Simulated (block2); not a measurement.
**N2H (SMILES [N]=N) at DMRG/ANO-RCC-MB, part 1 of 2**

What is the vertical doublet–quartet gap of N2H at DMRG/ANO-RCC-MB? Input form: a Python script.

Program for the calculation: block2 0.5.4.

2 further runs of the same task are left out: 2 set aside as unsound or not needed.

### 1 The system as given

N2H has 3 atoms, charge 0, and is taken as a doublet. As SMILES, `[N]=N`. The coordinates come from a GFN2-xTB relaxation.

Bond lengths: N1–N2 1.164 Å, N2–H3 1.037 Å. Angles: N1–N2–H3 124.8°.

### 2 The energy at DMRG/ANO-RCC-MB

Contents of mol.xyz:

```xyz
3
HN2
N      0.715210    -0.640440     0.325220
N     -0.243160    -0.185380    -0.152740
H     -0.472040     0.825820    -0.172480
```

Contents of run_dmrg.py:

```python
import numpy as np
from pyscf import cc, dft, gto, lo, mcscf, mp, scf
from pyblock2._pyscf.ao2mo import integrals as itg
from pyblock2.driver.core import DMRGDriver, SymmetryTypes

geom = "mol.xyz"
mol = gto.M(
    atom=geom,
    basis="ano-rcc-mb",
    charge=0,
    spin=1,
    verbose=4,
    max_memory=2000,
)
print("nao                      = %d" % (mol.nao))
mf = scf.ROHF(mol)
mf.conv_tol = 1e-10
mf.max_cycle = 200
mf.kernel()
if not mf.converged:
    mf = mf.newton().run(mf.mo_coeff, mf.mo_occ)
print("E(HF)                    = %.10f" % (mf.e_tot))
ref = scf.UHF(mol).run(mf.make_rdm1(), conv_tol=1e-10)
pt = mp.MP2(ref, frozen=2).run()
mycc = cc.CCSD(ref, frozen=2)
mycc.max_cycle = 150
mycc.kernel()
print("MP2 total energy         = %.10f" % (pt.e_tot))
if mycc.converged:
    print("E(CCSD)                  = %.10f" % (mycc.e_tot))
    print(f"CCSD(T) total energy     = {mycc.e_tot + mycc.ccsd_t():.10f}")
ks = dft.UKS(mol, xc="camb3lyp").set(conv_tol=1e-9, verbose=3).run(mf.make_rdm1())
if ks.converged:
    print("E(CAM-B3LYP)             = %.8f" % (ks.e_tot))
ks = dft.UKS(mol, xc="pbe0").set(conv_tol=1e-9, verbose=3).run(mf.make_rdm1())
if ks.converged:
    print(f"E(PBE0)                  = {ks.e_tot:.8f}")
ks = dft.UKS(mol, xc="m06l").set(conv_tol=1e-9, verbose=3).run(mf.make_rdm1())
if ks.converged:
    print(f"E(M06-L)                 = {ks.e_tot:.8f}")
mo = mf.mo_coeff.copy()
for a, b in ((2, 7), (8, 11)):
    if b - a > 1:
        mo[:, a:b] = lo.PM(mol, mo[:, a:b]).kernel()
mf.mo_coeff = mo
ncas, n_elec, spin, ecore, h1e, g2e, orb_sym = itg.get_rhf_integrals(mf, ncore=2, ncas=9, pg_symm=False, g2e_symm=1)
drv = DMRGDriver(scratch="./tmp", symm_type=SymmetryTypes.SU2, stack_mem=1500 << 20, n_threads=1)
idx = drv.orbital_reordering(h1e, g2e, method="fiedler")
print("orbital order:", idx.tolist())
h1e = h1e[np.ix_(idx, idx)]
g2e = g2e[np.ix_(idx, idx, idx, idx)]
orb_sym = np.array(orb_sym)[idx]
drv.initialize_system(n_sites=ncas, n_elec=n_elec, spin=spin, orb_sym=orb_sym)
mpo = drv.get_qc_mpo(h1e=h1e, g2e=g2e, ecore=ecore, iprint=1)
occs = np.array([1.7] * 5 + [1.0] * 1 + [0.3] * 3)[idx]
mps = drv.get_random_mps(tag="GS", bond_dim=50, nroots=1, occs=occs)
bond_dims = [50] * 4 + [75] * 3 + [100] * 2
noises = [0.0001] * 4 + [0.0001] * 3 + [1e-05] * 2 + [0]
thrds = [1e-09] * 9
e = drv.dmrg(mpo, mps, n_sweeps=15, tol=1e-06, bond_dims=bond_dims, noises=noises, thrds=thrds, iprint=1)
ms, dws, es = drv.get_dmrg_results()
print("max discarded weight     = %.3e" % (dws[-1]))
print(f"final energy             = {e:.10f}")
csf, coef = drv.get_csf_coefficients(mps, cutoff=0.08, iprint=1)
print(f"c0^2                     = {np.max(np.abs(coef)) ** 2:.4f}")
ci = mcscf.CASCI(mf, 9, (6, 5))
ci.fix_spin_(ss=0.75)
ci.fcisolver.conv_tol = 1e-10
ci.fcisolver.max_cycle = 200
ci.kernel()
print(f"exact diagonalisation    = {ci.e_tot:.10f}")
```

The run is started by

```sh
python run_dmrg.py
```

Standard output:

```text
[INPUT] verbose = 4
[INPUT] num. atoms = 3
[INPUT] num. electrons = 15
[INPUT] charge = 0
[INPUT] spin (= nelec alpha-beta = 2S) = 1
[INPUT] symmetry False subgroup None
[INPUT] Mole.unit = angstrom
[INPUT] Symbol           X                Y                Z      unit          X                Y                Z       unit  Magmom
[INPUT]  1 N      0.715210000000  -0.640440000000   0.325220000000 AA    1.351551021550  -1.210256199216   0.614576730231 Bohr   0.0
[INPUT]  2 N     -0.243160000000  -0.185380000000  -0.152740000000 AA   -0.459505804449  -0.350317428972  -0.288636768266 Bohr   0.0
[INPUT]  3 H     -0.472040000000   0.825820000000  -0.172480000000 AA   -0.892026319840   1.560573628188  -0.325939961965 Bohr   0.0

nuclear repulsion = 27.7543700857254
number of shells = 5
number of NR pGTOs = 90
number of NR cGTOs = 11
basis = ano-rcc-mb
ecp = {}
CPU time:         0.70
nao                      = 11

******** <class 'pyscf.scf.rohf.ROHF'> ********
method = ROHF
initial guess = minao
damping factor = 0
level_shift factor = 0
DIIS = <class 'pyscf.scf.diis.CDIIS'>
diis_start_cycle = 1
diis_space = 8
diis_damp = 0
SCF conv_tol = 1e-10
SCF conv_tol_grad = None
SCF max_cycles = 200
direct_scf = True
direct_scf_tol = 1e-13
chkfile to save SCF result = tmprtqbfbfk
max_memory 2000 MB (current use 121 MB)
num. doubly occ = 7  num. singly occ = 1
Set gradient conv threshold to 1e-05
init E= -109.53545910509
[... the frontier-level lines of each cycle are left out ...]
cycle= 1 E= -109.244991212578  delta_E= 0.29  |g|= 0.203  |ddm|= 1.94
cycle= 2 E= -109.254277143146  delta_E= -0.00929  |g|= 0.186  |ddm|= 0.307
cycle= 3 E= -109.26351824292  delta_E= -0.00924  |g|= 0.0245  |ddm|= 0.149
cycle= 4 E= -109.264122739727  delta_E= -0.000604  |g|= 0.0129  |ddm|= 0.0669
cycle= 5 E= -109.264233707447  delta_E= -0.000111  |g|= 0.0037  |ddm|= 0.0233
cycle= 6 E= -109.264256706266  delta_E= -2.3e-05  |g|= 0.00157  |ddm|= 0.01
cycle= 7 E= -109.2642636539  delta_E= -6.95e-06  |g|= 0.000228  |ddm|= 0.00865
cycle= 8 E= -109.264263728245  delta_E= -7.43e-08  |g|= 3.01e-05  |ddm|= 0.000928
cycle= 9 E= -109.264263728825  delta_E= -5.8e-10  |g|= 8.65e-06  |ddm|= 7.51e-05
cycle= 10 E= -109.264263728905  delta_E= -8.03e-11  |g|= 5.53e-07  |ddm|= 3.08e-05
Extra cycle  E= -109.264263728906  delta_E= -5.12e-13  |g|= 2.21e-07  |ddm|= 1.25e-06
converged SCF energy = -109.264263728906
E(HF)                    = -109.2642637289

******** <class 'pyscf.scf.uhf.UHF'> ********
method = UHF
initial guess = minao
damping factor = 0
level_shift factor = 0
DIIS = <class 'pyscf.scf.diis.CDIIS'>
diis_start_cycle = 1
diis_space = 8
diis_damp = 0
SCF conv_tol = 1e-10
SCF conv_tol_grad = None
SCF max_cycles = 50
direct_scf = True
direct_scf_tol = 1e-13
chkfile to save SCF result = tmpqzszkjhs
max_memory 2000 MB (current use 125 MB)
number electrons alpha = 8  beta = 7
Set gradient conv threshold to 1e-05
init E= -109.264263728906
cycle= 1 E= -109.265614114201  delta_E= -0.00135  |g|= 0.0177  |ddm|= 0.0614
cycle= 2 E= -109.266020187145  delta_E= -0.000406  |g|= 0.0112  |ddm|= 0.0314
cycle= 3 E= -109.266384169622  delta_E= -0.000364  |g|= 0.00724  |ddm|= 0.0404
cycle= 4 E= -109.266582111658  delta_E= -0.000198  |g|= 0.00666  |ddm|= 0.0235
cycle= 5 E= -109.266807887353  delta_E= -0.000226  |g|= 0.00619  |ddm|= 0.0277
cycle= 6 E= -109.267666643575  delta_E= -0.000859  |g|= 0.00394  |ddm|= 0.128
cycle= 7 E= -109.267957451395  delta_E= -0.000291  |g|= 0.00171  |ddm|= 0.128
cycle= 8 E= -109.267896552005  delta_E= 6.09e-05  |g|= 0.00222  |ddm|= 0.0691
cycle= 9 E= -109.26796717228  delta_E= -7.06e-05  |g|= 0.000584  |ddm|= 0.0621
cycle= 10 E= -109.267969766668  delta_E= -2.59e-06  |g|= 0.000162  |ddm|= 0.00664
cycle= 11 E= -109.267969994387  delta_E= -2.28e-07  |g|= 3.1e-05  |ddm|= 0.0023
cycle= 12 E= -109.267970000391  delta_E= -6e-09  |g|= 9.46e-06  |ddm|= 0.000406
cycle= 13 E= -109.267969999097  delta_E= 1.29e-09  |g|= 1.2e-05  |ddm|= 0.000261
cycle= 14 E= -109.267970000291  delta_E= -1.19e-09  |g|= 5.64e-06  |ddm|= 0.000362
cycle= 15 E= -109.267970000733  delta_E= -4.42e-10  |g|= 4.76e-07  |ddm|= 0.000135
cycle= 16 E= -109.267970000735  delta_E= -2.44e-12  |g|= 7.4e-08  |ddm|= 1.08e-05
Extra cycle  E= -109.267970000736  delta_E= -1.14e-13  |g|= 5.63e-08  |ddm|= 1.32e-07
converged SCF energy = -109.267970000736  <S^2> = 0.85071467  2S+1 = 2.098299

******** <class 'pyscf.mp.ump2.UMP2'> ********
nocc = (np.int64(6), np.int64(5)), nmo = (9, 9)
frozen orbitals 2
max_memory 2000 MB (current use 128 MB)
E(UMP2) = -109.369639290514  E_corr = -0.101669289778698
E(SCS-UMP2) = -109.369236795972  E_corr = -0.101266795236456
E_corr(same-spin) = -0.0239265605745943
E_corr(oppo-spin) = -0.077742729204104

******** <class 'pyscf.cc.uccsd.UCCSD'> ********
CC2 = 0
CCSD nocc = (np.int64(6), np.int64(5)), nmo = (9, 9)
frozen orbitals 2
max_cycle = 150
direct = 0
conv_tol = 1e-07
conv_tol_normt = 1e-06
diis_space = 6
diis_start_cycle = 0
diis_start_energy_diff = 1e+09
max_memory 2000 MB (current use 128 MB)
Init t2, MP2 energy = -0.101669289279404
Init E_corr(UCCSD) = -0.101669289279408
cycle = 1  E_corr(UCCSD) = -0.110887886871779  dE = -0.00921859759  norm(t1,t2) = 0.0802643
cycle = 2  E_corr(UCCSD) = -0.117613901859115  dE = -0.00672601499  norm(t1,t2) = 0.046224
cycle = 3  E_corr(UCCSD) = -0.12738413619397  dE = -0.00977023433  norm(t1,t2) = 0.0318492
cycle = 4  E_corr(UCCSD) = -0.126896293780127  dE = 0.000487842414  norm(t1,t2) = 0.00692756
cycle = 5  E_corr(UCCSD) = -0.127059888208123  dE = -0.000163594428  norm(t1,t2) = 0.00259649
cycle = 6  E_corr(UCCSD) = -0.127066109909141  dE = -6.22170102e-06  norm(t1,t2) = 0.00119309
cycle = 7  E_corr(UCCSD) = -0.127073768058993  dE = -7.65814985e-06  norm(t1,t2) = 0.000611053
cycle = 8  E_corr(UCCSD) = -0.127097317924528  dE = -2.35498655e-05  norm(t1,t2) = 0.0002965
cycle = 9  E_corr(UCCSD) = -0.127100540618463  dE = -3.22269394e-06  norm(t1,t2) = 8.83951e-05
cycle = 10  E_corr(UCCSD) = -0.127098444771816  dE = 2.09584665e-06  norm(t1,t2) = 4.04776e-05
cycle = 11  E_corr(UCCSD) = -0.127096928574952  dE = 1.51619686e-06  norm(t1,t2) = 1.34297e-05
cycle = 12  E_corr(UCCSD) = -0.127096922890281  dE = 5.68467037e-09  norm(t1,t2) = 5.39803e-06
cycle = 13  E_corr(UCCSD) = -0.127097106430289  dE = -1.83540007e-07  norm(t1,t2) = 1.56283e-06
cycle = 14  E_corr(UCCSD) = -0.127097166154343  dE = -5.97240544e-08  norm(t1,t2) = 4.77376e-07
UCCSD converged
E(UCCSD) = -109.3950671668899  E_corr = -0.1270971661543432
MP2 total energy         = -109.3696392905
E(CCSD)                  = -109.3950671669
UCCSD(T) correction = -0.00155522994097784
CCSD(T) total energy     = -109.3966223968
radial grids:
    Treutler-Ahlrichs [JCP 102, 346 (1995); DOI:10.1063/1.469408] (M4) radial grids

becke partition: Becke, JCP 88, 2547 (1988); DOI:10.1063/1.454033
pruning grids: <function nwchem_prune at 0xe8be87fdc180>
grids dens level: 3
symmetrized grids: False
atomic radii adjust function: <function treutler_atomic_radii_adjust at 0xe8be87fdc680>
tot grids = 37616
converged SCF energy = -109.84558762067  <S^2> = 0.75209794  2S+1 = 2.0020968
E(CAM-B3LYP)             = -109.84558762
radial grids:
    Treutler-Ahlrichs [JCP 102, 346 (1995); DOI:10.1063/1.469408] (M4) radial grids

becke partition: Becke, JCP 88, 2547 (1988); DOI:10.1063/1.454033
pruning grids: <function nwchem_prune at 0xe8be87fdc180>
grids dens level: 3
symmetrized grids: False
atomic radii adjust function: <function treutler_atomic_radii_adjust at 0xe8be87fdc680>
tot grids = 37616
converged SCF energy = -109.767181017162  <S^2> = 0.75205243  2S+1 = 2.0020514
E(PBE0)                  = -109.76718102
radial grids:
    Treutler-Ahlrichs [JCP 102, 346 (1995); DOI:10.1063/1.469408] (M4) radial grids

becke partition: Becke, JCP 88, 2547 (1988); DOI:10.1063/1.454033
pruning grids: <function nwchem_prune at 0xe8be87fdc180>
grids dens level: 3
symmetrized grids: False
atomic radii adjust function: <function treutler_atomic_radii_adjust at 0xe8be87fdc680>
tot grids = 37616
converged SCF energy = -109.877115652245  <S^2> = 0.75097195  2S+1 = 2.0009717
E(M06-L)                 = -109.87711565

******** <class 'pyscf.lo.pipek.PipekMezey'> ********
conv_tol = 1e-06
conv_tol_grad = None
max_cycle = 100
max_stepsize = 0.05
max_iters = 20
kf_interval = 5
kf_trust_region = 5
ah_start_tol = 1000000000.0
ah_start_cycle = 1
ah_level_shift = 0
ah_conv_tol = 1e-12
ah_lindep = 1e-14
ah_max_cycle = 40
ah_trust_region = 3
init_guess = atomic
algorithm = ciah
pop_method = meta_lowdin
exponent = 2
Set conv_tol_grad to 0.000316228
Init f(x)= 2.8789851135311  |g|= 0.665299
macro= 1  f(x)= 3.0557689430295  delta_f= 0.176784  |g|= 0.428324  2 KF 10 Hx
macro= 2  f(x)= 3.1247742509348  delta_f= 0.0690053  |g|= 0.407273  2 KF 10 Hx
macro= 3  f(x)= 3.1671586053707  delta_f= 0.0423844  |g|= 0.0917897  2 KF 10 Hx
macro= 4  f(x)= 3.1687432457764  delta_f= 0.00158464  |g|= 0.000705806  2 KF 5 Hx
macro= 5  f(x)= 3.1687432458424  delta_f= 6.59974e-11  |g|= 3.03896e-05  1 KF 1 Hx
macro X = 5  f(x)= 3.1687432458424  |g|= 3.03896e-05  10 intor 9 KF 36 Hx

******** <class 'pyscf.lo.pipek.PipekMezey'> ********
conv_tol = 1e-06
conv_tol_grad = None
max_cycle = 100
max_stepsize = 0.05
max_iters = 20
kf_interval = 5
kf_trust_region = 5
ah_start_tol = 1000000000.0
ah_start_cycle = 1
ah_level_shift = 0
ah_conv_tol = 1e-12
ah_lindep = 1e-14
ah_max_cycle = 40
ah_trust_region = 3
init_guess = atomic
algorithm = ciah
pop_method = meta_lowdin
exponent = 2
Set conv_tol_grad to 0.000316228
Init f(x)= 1.4942690327759  |g|= 0.0545114
macro= 1  f(x)= 1.4948400697964  delta_f= 0.000571037  |g|= 0.0545114  1 KF 3 Hx
macro= 2  f(x)= 1.4948400336215  delta_f= -3.61749e-08  |g|= 8.57856e-05  1 KF 2 Hx
macro X = 2  f(x)= 1.4948400336215  |g|= 8.57856e-05  4 intor 2 KF 5 Hx
orbital order: [7, 1, 2, 5, 0, 6, 8, 4, 3]
integral symmetrize error =  0.0
integral cutoff error =  0.0
mpo terms =       4110

Build MPO | Nsites =     9 | Nterms =       4110 | Algorithm = FastBIP | Cutoff = 1.00e-20
 Site =     0 /     9 .. Mmpo =    14 DW = 0.00e+00 NNZ =       14 SPT = 0.0000 Tmvc = 0.000 T = 0.001
 Site =     1 /     9 .. Mmpo =    40 DW = 0.00e+00 NNZ =      161 SPT = 0.7125 Tmvc = 0.000 T = 0.002
 Site =     2 /     9 .. Mmpo =    62 DW = 0.00e+00 NNZ =      307 SPT = 0.8762 Tmvc = 0.000 T = 0.002
 Site =     3 /     9 .. Mmpo =    92 DW = 0.00e+00 NNZ =      497 SPT = 0.9129 Tmvc = 0.000 T = 0.002
 Site =     4 /     9 .. Mmpo =    92 DW = 0.00e+00 NNZ =     1947 SPT = 0.7700 Tmvc = 0.000 T = 0.003
 Site =     5 /     9 .. Mmpo =    62 DW = 0.00e+00 NNZ =      499 SPT = 0.9125 Tmvc = 0.000 T = 0.001
 Site =     6 /     9 .. Mmpo =    40 DW = 0.00e+00 NNZ =      309 SPT = 0.8754 Tmvc = 0.000 T = 0.001
 Site =     7 /     9 .. Mmpo =    14 DW = 0.00e+00 NNZ =      161 SPT = 0.7125 Tmvc = 0.000 T = 0.000
 Site =     8 /     9 .. Mmpo =     1 DW = 0.00e+00 NNZ =       14 SPT = 0.0000 Tmvc = 0.000 T = 0.000
Ttotal =      0.013 Tmvc-total = 0.003 MPO bond dimension =    92 MaxDW = 0.00e+00
NNZ =         3909 SIZE =        25980 SPT = 0.8495

Rank =     0 Ttotal =      0.013 MPO method = FastBipartite bond dimension =      92 NNZ =         3909 SIZE =        25980 SPT = 0.8495

Sweep =    0 | Direction =  forward | Bond dimension =   50 | Noise =  1.00e-04 | Dav threshold =  1.00e-09
Time elapsed =      0.276 | E =    -109.3965100762 | DW = 1.00485e-06

Sweep =    1 | Direction = backward | Bond dimension =   50 | Noise =  1.00e-04 | Dav threshold =  1.00e-09
Time elapsed =      0.535 | E =    -109.3980098416 | DE = -1.50e-03 | DW = 3.96141e-06

Sweep =    2 | Direction =  forward | Bond dimension =   50 | Noise =  1.00e-04 | Dav threshold =  1.00e-09
Time elapsed =      0.787 | E =    -109.3980225799 | DE = -1.27e-05 | DW = 5.07296e-06

Sweep =    3 | Direction = backward | Bond dimension =   50 | Noise =  1.00e-04 | Dav threshold =  1.00e-09
Time elapsed =      1.025 | E =    -109.3980265779 | DE = -4.00e-06 | DW = 4.31215e-06

Sweep =    4 | Direction =  forward | Bond dimension =   75 | Noise =  1.00e-04 | Dav threshold =  1.00e-09
Time elapsed =      1.334 | E =    -109.3980299098 | DE = -3.33e-06 | DW = 6.85848e-07

Sweep =    5 | Direction = backward | Bond dimension =   75 | Noise =  1.00e-04 | Dav threshold =  1.00e-09
Time elapsed =      1.660 | E =    -109.3980330802 | DE = -3.17e-06 | DW = 8.38235e-07

Sweep =    6 | Direction =  forward | Bond dimension =   75 | Noise =  1.00e-04 | Dav threshold =  1.00e-09
Time elapsed =      1.990 | E =    -109.3980330801 | DE = 2.03e-11 | DW = 8.27624e-07

Sweep =    7 | Direction = backward | Bond dimension =  100 | Noise =  1.00e-05 | Dav threshold =  1.00e-09
Time elapsed =      2.365 | E =    -109.3980333542 | DE = -2.74e-07 | DW = 3.66637e-08

Sweep =    8 | Direction =  forward | Bond dimension =  100 | Noise =  1.00e-05 | Dav threshold =  1.00e-09
Time elapsed =      2.763 | E =    -109.3980333543 | DE = -4.92e-11 | DW = 3.22464e-08

Sweep =    9 | Direction = backward | Bond dimension =  100 | Noise =  0.00e+00 | Dav threshold =  1.00e-07
Time elapsed =      3.115 | E =    -109.3980333525 | DE = 1.75e-09 | DW = 6.38860e-09

max discarded weight     = 6.389e-09
final energy             = -109.3980333525
DTRIE T =      0.001
Number of CSF =          6 (cutoff =      0.08)
Sum of weights of included CSF =    0.947880461233710

CSF          0 022-20022  =    0.954941787065809
CSF          1 022-2+-02  =    0.097215005849503
CSF          2 02-220+-2  =   -0.081736656248379
CSF          3 02-22+0-2  =    0.081728992139449
CSF          4 022-20202  =   -0.081110081752514
CSF          5 022-22002  =   -0.081095824148069
c0^2                     = 0.9119

******** <class 'pyscf.mcscf.casci.CASCI'> ********
CAS (6e+5e, 9o), ncore = 2, nvir = 0
natorb = False
canonicalization = True
sorting_mo_energy = False
max_memory 2000 MB (current use 279 MB)
******** <class 'pyscf.fci.addons.SpinPenaltyFCISolver'> ********
max. cycles = 200
conv_tol = 1e-10
davidson only = True
linear dependence = 1e-12
level shift = 0.001
max iter space = 12
max_memory 2000 MB
nroots = 1
pspace_size = 400
spin = None
Density matrix diagonal elements [1.98271549 1.97732115 1.9681753  1.98744524 1.92152067 1.02155639
 0.05526622 0.03073412 0.05526543]
CASCI converged
CASCI E = -109.398033354443  E(CI) = -35.2121308605595  S^2 = 0.7500000
exact diagonalisation    = -109.3980333544
```

Wall time 9.9 s (1 thread of Arm Neoverse V1, shared host); peak memory 0.26 GiB.

(Continued in part 2 of 2.)
